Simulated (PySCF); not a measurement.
# Working out the electron affinity of F

F⁻ [Ne] (1S) → F [He] 2s2 2p5 (2P). Computed with PySCF 2.14 in dyall-av3z, with the non-relativistic Hamiltonian (point nucleus). Frozen: 1s2; the 14 highest virtual orbitals dropped. Energies in hartree (1 hartree = 27.21139 eV):

```tsv
part	F⁻ (lower)	F (upper)
UHF	-99.459264	-99.415948
CCSD correlation	-0.295202	-0.223046
(T)	-0.010701	-0.004596
```

Q: What does Hartree-Fock give?

A: (-99.415948) − (-99.459264) = 0.043316 hartree = 1.179 eV.

Q: What do CCSD and CCSD(T) give?

A: The CCSD correlation energies differ by 0.072156 hartree = 1.963 eV and the triples by 0.006105 hartree = 0.166 eV, so CCSD gives 3.142 eV and CCSD(T) 3.308 eV.

A first-order spin-orbit estimate adds -0.017 eV to CCSD(T) (valence), giving 3.291 eV against 3.401 eV (measured; photodetachment measurements, as compiled on the Wikipedia data page of electron affinities).

What remains against the reference includes basis incompleteness, the frozen core and higher excitations.
